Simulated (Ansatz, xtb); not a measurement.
# CH4OSi−: where a starting geometry ends

The starting geometry of this gas-phase doublet has its atoms placed at random.

```yaml
atoms:
  - { symbol: C, position_ang: [-1.3391, -0.7002, 1.2423] }
  - { symbol: O, position_ang: [-0.1084, 0.5123, 0.7450] }
  - { symbol: Si, position_ang: [-0.4546, 0.1338, -1.4307] }
  - { symbol: H, position_ang: [-1.8335, -0.3073, -0.6657] }
  - { symbol: H, position_ang: [-0.6444, 0.3259, 1.7327] }
  - { symbol: H, position_ang: [-1.6422, 1.0936, -0.2439] }
  - { symbol: H, position_ang: [-0.2771, -1.1293, -1.5127] }
```

Q: Guess where an optimisation with r2SCAN-D4/def2-SVPD ends from this start.

A: It loosens into H3Si + CHO, which stay close as a complex (formulas without charges). Distances that change by over a tenth: Si3–H7 (1.28 → 1.54 Å). Contacts that open: C1–H5 (1.33 → 2.00 Å). Contacts that close: C1–O2 (1.80 → 1.25 Å), Si3–H6 (1.93 → 1.54 Å).

The energy falls by 7.08 eV over 42 steps:

```
step  E − E(last) (eV)
   1             7.075
   6             3.132
  10             2.364
  15             2.168
  19             0.920
  24             0.081
  28             0.038
  33             0.003
  37             0.000
  42             0.000
```

Final geometry (Å):

```xyz
7

C    -1.0313   -1.0379    2.3943
O    -0.4904   -0.2839    1.5573
Si   -1.2687    0.3624   -1.7195
H    -1.7407   -0.3973   -0.4260
H    -0.9504   -0.2333    0.5642
H    -0.9976    1.6633   -0.9366
H     0.1798   -0.1444   -1.5666
```

From the same start GFN2-xTB ends elsewhere, at `[CH2]O[SiH2-]`.

From so rough a start the end depends on the optimiser's path, so another program may land elsewhere. No frequencies were run, so the end isn't proven a minimum. Open shells are spin-unrestricted. Run with Ansatz 0.2.0, 5.4 min on 2 threads of Arm Neoverse V2, with other jobs on the host.
